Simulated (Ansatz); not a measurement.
The input, for Ansatz 0.2.0:

```yaml
crystal:
  periodic: [false, false, false]
  atoms:
    - {symbol: Si, position_ang: [0.000000, 0.000000, 1.620099]}
    - {symbol: B, position_ang: [0.000000, 0.000000, -0.275049]}
    - {symbol: H, position_ang: [0.000000, 0.000000, -1.345049]}
basis:
  gaussian: {orbitals: def2-SVP}
correlation: {method: fic_mrcisd_q, electrons: valence, active_space: {window: {electrons: 2, orbitals: 3}, states: [{multiplicity: 1, weights: [0.5, 1]}], root: 0}}
accuracy: high
scf: {lower_state_search: off}
```

```sh
$ ansatz run in.yaml --threads 1 --pin off --events-out ev --progress --plain --max-ram 2393MiB
```

Output:

```
these checks for a lower state are left out or cut short: stability, starts, cluster_reference, orbital_swaps, neighbouring_geometries, increment
647 factors; integrals over basis functions are off by at most 4.0e-9 eV
mean field evaluation 1: about -8541.5586 eV, gradient 9.7e0 eV
mean field evaluation 2: about -8541.5604 eV, gradient 9.7e0 eV
mean field evaluation 4: about -8542.1204 eV, gradient 1.0e0 eV
mean field evaluation 8: about -8542.1254 eV, gradient 7.9e-5 eV
mean field -8542.12540857 eV, -313.9173187044 hartree, gradient 2.4e-8 eV, S^2 0.000000; 0 other end points of the search recorded, 0 dependent functions left out
reference -8542.12540857 eV, -313.9173187044 hartree; 10, 10 occupied and 27, 27 virtual orbitals, 647 factors
state -8542.84105363 eV, -313.9436181751 hartree
state -8542.49859076 eV, -313.9310328968 hartree
contracted CI cycle   1: correlation 0.00000000 eV, 0.0000000000 hartree, residual 1.43e1 eV
contracted CI cycle   2: correlation -3.84819167 eV, -0.1414184355 hartree, residual 2.28e0 eV
contracted CI cycle   3: correlation -3.97552431 eV, -0.1460978237 hartree, residual 7.03e-1 eV
contracted CI cycle   4: correlation -3.98926538 eV, -0.1466027985 hartree, residual 2.65e-1 eV
contracted CI cycle   5: correlation -3.99119208 eV, -0.1466736038 hartree, residual 1.03e-1 eV
contracted CI cycle   6: correlation -3.99150490 eV, -0.1466850995 hartree, residual 4.80e-2 eV
...
contracted CI cycle   7: correlation -4.26069662 eV, -0.1565777127 hartree, residual 8.35e-3 eV
contracted CI cycle   8: correlation -4.26069852 eV, -0.1565777827 hartree, residual 3.07e-3 eV
contracted CI cycle   9: correlation -4.26069876 eV, -0.1565777913 hartree, residual 1.05e-3 eV
contracted CI cycle  10: correlation -4.26069879 eV, -0.1565777924 hartree, residual 3.94e-4 eV
contracted CI cycle  11: correlation -4.26069879 eV, -0.1565777925 hartree, residual 1.42e-4 eV
contracted CI cycle  12: correlation -4.26069879 eV, -0.1565777925 hartree, residual 4.71e-5 eV
contracted CI cycle  13: correlation -4.26069879 eV, -0.1565777925 hartree, residual 1.42e-5 eV
contracted CI cycle  14: correlation -4.26069879 eV, -0.1565777925 hartree, residual 4.76e-6 eV
contracted CI cycle  15: correlation -4.26069879 eV, -0.1565777925 hartree, residual 1.70e-6 eV
contracted CI cycle  16: correlation -4.26069879 eV, -0.1565777925 hartree, residual 5.38e-7 eV
state -8542.49859076 eV, -313.9310328968 hartree; corrected -8547.24533304 eV, -314.1054724584 hartree
Total energy: -8547.23579187 eV, -314.1051218267 hartree
Checks for a lower state left out: stability, starts, cluster_reference, orbital_swaps, neighbouring_geometries, increment
```

Ran on 1 thread of Arm Neoverse V2, shared host: 0.63 s wall, 0.08 GiB peak host memory.
